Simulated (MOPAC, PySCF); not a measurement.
H$_{2}$O, SMILES `O`, neutral singlet in the gas phase. 

Cartesian coordinates (Å):
SMILES: O
```xyz
3

O      0.0023     0.3893     0.0000
H     -0.7627    -0.1900     0.0000
H      0.7604    -0.1992     0.0000
```
Charge 0, multiplicity 1.

All levels are single points at this geometry (PBE0-D3(BJ)/def2-TZVP); Pople sets use spherical d functions. Orbital energies aren't observables, and empty levels follow the basis.

```
level                            HOMO (eV)  LUMO (eV)  gap (eV)  dipole (D)  vertical IE, Delta-SCF (eV)
-------------------------------  ---------  ---------  --------  ----------  ---------------------------
TPSSh-D3(BJ)/def2-TZVP in PySCF      -7.85       0.54      8.39        2.04                        12.45
B3LYP/3-21G in PySCF                 -7.02       2.73      9.74        2.25                            –
B3LYP/6-311+G** in PySCF             -8.79       0.53      9.33        2.16                            –
B3LYP/6-31G* in PySCF                -7.90       1.85      9.75        2.07                        12.38
BP86/6-31G* in PySCF                 -6.31       1.36      7.67        2.05                            –
M06-2X/6-31G* in PySCF              -10.21       3.26     13.48        2.13                            –
PBE/6-31G* in PySCF                  -6.17       1.28      7.45        2.03                        12.34
HF/3-21G in PySCF                   -13.04       7.16     20.20        2.43                            –
HF/STO-3G in PySCF                  -10.63      16.39     27.02        1.72                            –
AM1 in MOPAC                        -12.46       4.38     16.84        1.85                            –
PM3 in MOPAC                        -12.33       4.05     16.38        1.76                            –
PM6 in MOPAC                        -11.83       4.02     15.84        2.11                            –
PM7 in MOPAC                        -12.09       4.02     16.11        2.14                            –
```
